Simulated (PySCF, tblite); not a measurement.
**A complex of trifluoromethyl radical and hydrogen fluoride**

A gas-phase complex of trifluoromethyl radical and hydrogen fluoride; neutral, doublet. The structure comes from a short search (6 tight-binding starts) and was optimised by PBE0-D3(BJ)/def2-SVPD; another way of binding may lie lower.

This structure isn't a minimum: the optimisation stopped short of the minimum along a soft mode, which is imaginary here (43i cm⁻¹ by PBE0-D3(BJ)/def2-SVPD), and forces of up to 0.009 eV/Å are left. All values below rest on it.

Parts: 1 = trifluoromethyl radical (F[C](F)F), atoms 1–4, multiplicity 2; 2 = hydrogen fluoride (F), atoms 5–6.

Coordinates in Å:
```
F1     -0.373   -1.168   -0.098
C2     -0.059    0.031    0.318
F3     -1.082    0.845    0.286
F4      0.962    0.522   -0.366
F5      3.491    1.633   -1.616
H6      2.726    1.285   -1.240
```

```csv
contact,kind (by geometry),distance (Å),angle (°)
H6···F4,hydrogen bond,2.112,179
```

Interaction energies are complex less parts, with the parts frozen as they stand in it; counterpoise-corrected, in kcal/mol (PySCF).

Give the interaction energy at each level run.


| level | interaction | superposition error removed |
| --- | --- | --- |
| wB97M-D3(BJ)/def2-TZVPD | -0.89 | -0.05 |
| PBE0-D3(BJ)/def2-TZVPD | -1.05 | -0.06 |

What holds them together? Decompose the wB97M-D3(BJ)/def2-TZVPD energy: frozen parts, their antisymmetrised product, then relaxation.

electrostatic -0.8, Pauli repulsion +1.1, orbital relaxation -0.9, dispersion correction -0.3 kcal/mol, which sum to the value before the counterpoise correction; the Pauli term holds the exchange-correlation of the frozen density too. Of the attraction, 42 % is orbital relaxation, 41 % is electrostatic, 17 % is dispersion correction.

The 2 runs behind this took 86 s in all, one thread each of Arm Neoverse V2 on a shared host, launched as `OMP_NUM_THREADS=1 python cluster_run.py task.json out`.
